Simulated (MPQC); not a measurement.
**Two attempts at C2H5F (SMILES CCF)**

Aim: the energy of C2H5F at MP2/6-31+G* (Cartesian functions).

Program for the calculation: MPQC 2.3.1.

8 further runs of the same task are left out: 4 that didn't finish, 4 set aside as unsound or not needed.

**1. The structure to begin with**

C2H5F has 8 atoms, charge 0, and is taken as a singlet. As SMILES, `CCF`. The coordinates come from a PBE0-D4/def2-TZVP relaxation.

Bond lengths: C1–C2 1.504 Å, C2–F3 1.386 Å, C1–H4 1.093 Å, C1–H5 1.092 Å, C1–H6 1.091 Å, C2–H7 1.094 Å, C2–H8 1.094 Å. Some angles: C1–C2–F3 110.1°, C1–C2–H7 111.6°, C1–C2–H8 111.6°, F3–C2–H7 107.4°, F3–C2–H8 107.4°, C2–C1–H4 109.9°, C2–C1–H5 110.8°, C2–C1–H6 110.8°, H7–C2–H8 108.6°, H4–C1–H5 108.4°.

**2. First attempt**

Contents of run.in:

```
% emacs should use -*- KeyVal -*- mode
molecule<Molecule>: (
  symmetry = c1
  unit = angstrom
  { atoms geometry } = {
    C  [ -0.431700 0.566900 -0.264600 ]
    C  [ 0.378400 -0.599100 0.230500 ]
    F  [ 1.663300 -0.186400 0.546500 ]
    H  [ -1.443900 0.237400 -0.512600 ]
    H  [ 0.018600 0.998500 -1.160400 ]
    H  [ -0.500300 1.343000 0.499800 ]
    H  [ 0.464000 -1.381500 -0.529800 ]
    H  [ -0.056300 -1.036000 1.134800 ]
  }
)
basis<GaussianBasisSet>: (
  name = "6-31+G*"
  molecule = $:molecule
  puream = no
)
mpqc: (
  checkpoint = no
  savestate = no
  restart = no
  do_energy = yes
  do_gradient = no
  optimize = no
  mole<MBPT2>: (
    molecule = $:molecule
    basis = $:basis
    memory = 1000000000
    method = mp
    nfzc = 3
    reference<CLHF>: (
      molecule = $:molecule
      basis = $:basis
      total_charge = 0
      memory = 1000000000
      print_evals = yes
      maxiter = 4
      guess_wavefunction<CLHF>: (
        molecule = $:molecule
        total_charge = 0
        memory = 1000000000
        value_accuracy = 1e-3
        basis<GaussianBasisSet>: (
          name = "MINI (Huzinaga)"
          molecule = $:molecule
        )
      )
    )
  )
)
```

The run is started by

```bash
mpqc run.in > run.out
```

The program printed:

```text
MPQC: Massively Parallel Quantum Chemistry
                                   Version 2.3.1

  Using IntegralV3 by default for molecular integrals evaluation

      CLSCF::init: total charge = 0

      docc = [ 13 ]
      nbasis = 20

  CLSCF::init: total charge = 0

  docc = [ 13 ]
  nbasis = 67

  Molecular formula C2H5F

  MPQC options:
    matrixkit     = <ReplSCMatrixKit>
    restart       = no
    checkpoint    = no
    savestate     = no
    do_energy     = yes
    do_gradient   = no
    optimize      = no
    write_pdb     = no
    print_mole    = yes
    print_timings = yes

    Using symmetric orthogonalization.
  n(basis):            67
  Maximum orthogonalization residual = 8.48233
  Minimum orthogonalization residual = 0.000287384
  Using symmetric orthogonalization.
  n(basis):            67
  Maximum orthogonalization residual = 8.48233
  Minimum orthogonalization residual = 0.000287384

  Entered memgrp based MP2 routine
  Static memory used per node:    42344 Bytes
  Minimum memory required:        552984 Bytes
  Batch size:                     10
   npass  rest  nbasis  nshell  nfuncmax
    1      0     67       25       6
   nocc   nvir   nfzc   nfzv
    13     54     3      0

  SCF::compute: energy accuracy = 1.0000000e-08

  nuclear repulsion energy =   79.4159748715

  integral intermediate storage = 274965 bytes
  integral cache = 999688587 bytes
  Projecting guess wavefunction into the present basis set

      SCF::compute: energy accuracy = 1.0000000e-03

      nuclear repulsion energy =   79.4159748715

      integral intermediate storage = 104197 bytes
      integral cache = 999892443 bytes
      Starting from core Hamiltonian guess

      Using symmetric orthogonalization.
      n(basis):            20
      Maximum orthogonalization residual = 2.83948
      Minimum orthogonalization residual = 0.168422
      Beginning iterations.  Basis is MINI (Huzinaga).
      iter     1 energy = -176.3571074291 delta = 4.09851e-01
      iter     2 energy = -176.7071375211 delta = 8.64595e-02
      iter     3 energy = -176.7349249085 delta = 3.13753e-02
      iter     4 energy = -176.7359753919 delta = 5.95996e-03
      iter     5 energy = -176.7360166381 delta = 1.18495e-03

      HOMO is    13   A =  -0.519043
      LUMO is    14   A =   0.351768

      total scf energy = -176.7360166381

      Projecting the guess density.

        The number of electrons in the guess density = 26
        The number of electrons in the projected density = 25.9841

  Beginning iterations.  Basis is 6-31+G*.
  iter     1 energy = -177.6874584609 delta = 9.66053e-02
  iter     2 energy = -178.0522732632 delta = 1.87113e-02
  iter     3 energy = -178.0792234787 delta = 6.26365e-03
  iter     4 energy = -178.0851088848 delta = 2.04323e-03

  A
        1  -26.29554    2.00000
        2  -11.31235    2.00000
        3  -11.23102    2.00000
        4   -1.59129    2.00000
        5   -1.03990    2.00000
        6   -0.86526    2.00000
        7   -0.70750    2.00000
        8   -0.69737    2.00000
        9   -0.65677    2.00000
       10   -0.58394    2.00000
       11   -0.55223    2.00000
       12   -0.51300    2.00000
       13   -0.49702    2.00000
       14    0.08804    0.00000
       15    0.09174    0.00000
       16    0.11157    0.00000
       17    0.11235    0.00000
       18    0.13845    0.00000
       19    0.14320    0.00000
       20    0.14437    0.00000
       21    0.20679    0.00000
       22    0.30556    0.00000
       23    0.32437    0.00000
       24    0.33841    0.00000
       25    0.35757    0.00000
       26    0.38750    0.00000
       27    0.41886    0.00000
[... 27 lines of this table left out ...]
       55    2.30982    0.00000
       56    2.35162    0.00000
       57    2.47378    0.00000
       58    2.54319    0.00000
       59    2.60067    0.00000
       60    2.69789    0.00000
       61    2.77852    0.00000
       62    2.83291    0.00000
       63    3.03023    0.00000
       64    3.45697    0.00000
       65    4.63852    0.00000
       66    4.85621    0.00000
       67    5.65071    0.00000

  HOMO is    13   A =  -0.497025
  LUMO is    14   A =   0.088041

  total scf energy = -178.0851088848
ERROR: SC EXCEPTION RAISED:
terminate called after throwing an instance of 'sc::ToleranceExceeded'
```

It took 1.9 s on 1 thread of Intel Xeon 6975P-C (Granite Rapids), shared host; peak memory 0.091 GiB.

**3. Reading the log**

The run stopped without converging.

What is wrong: the iteration cap is too low for convergence. To mend it: raise the iteration cap from 4.

**4. The mended input**

Contents of input.in:

```
% emacs should use -*- KeyVal -*- mode
molecule<Molecule>: (
   symmetry = c1
   unit = angstrom
   { atoms geometry } = {
      C  [ -0.431700       0.566900      -0.264600 ]
      C  [ 0.378400      -0.599100       0.230500 ]
      F  [ 1.663300      -0.186400       0.546500 ]
      H  [ -1.443900       0.237400      -0.512600 ]
      H  [ 0.018600       0.998500      -1.160400 ]
      H  [ -0.500300       1.343000       0.499800 ]
      H  [ 0.464000      -1.381500      -0.529800 ]
      H  [ -0.056300      -1.036000       1.134800 ]
   }
)
basis<GaussianBasisSet>: (
   name = "6-31+G*"
   molecule = $:molecule
   puream = no
)
mpqc: (
   checkpoint = no
   savestate = no
   restart = no
   do_energy = yes
   do_gradient = no
   optimize = no
   mole<MBPT2>: (
      molecule = $:molecule
      basis = $:basis
      memory = 1000000000
      method = mp
      nfzc = 3
      reference<CLHF>: (
         molecule = $:molecule
         basis = $:basis
         total_charge = 0
         memory = 1000000000
         print_evals = yes
         maxiter = 100
         guess_wavefunction<CLHF>: (
            molecule = $:molecule
            total_charge = 0
            memory = 1000000000
            value_accuracy = 1e-3
            basis<GaussianBasisSet>: (
               name = "MINI (Huzinaga)"
               molecule = $:molecule
            )
         )
      )
   )
)
```

The run is started by

```bash
mpqc input.in > input.out
```

The program printed:

```text
MPQC: Massively Parallel Quantum Chemistry
[...]
  LUMO is    14   A =   0.087364
  total scf energy = -178.0859956474
[...]
  MP2 correlation energy [au]:         -0.440043818234
  MP2 energy [au]:                   -178.526039465667
Value of the MolecularEnergy: -178.5260394657
[...]
        symmetry = c1
[...]
```

Run time: 7.8 s. Hardware: 1 thread of Intel Xeon 6975P-C (Granite Rapids), shared host; peak memory 0.21 GiB.

**5. Results**

Level: MP2/6-31+G* (Cartesian functions).

```
                                   quantity          value
                               total energy  -178.52604 Eh
        HOMO energy (Hartree–Fock orbitals)      -13.52 eV
        LUMO energy (Hartree–Fock orbitals)        2.38 eV
      HOMO–LUMO gap (Hartree–Fock orbitals)       15.90 eV
correlation energy (3 core orbitals frozen)     -440.0 mEh
```
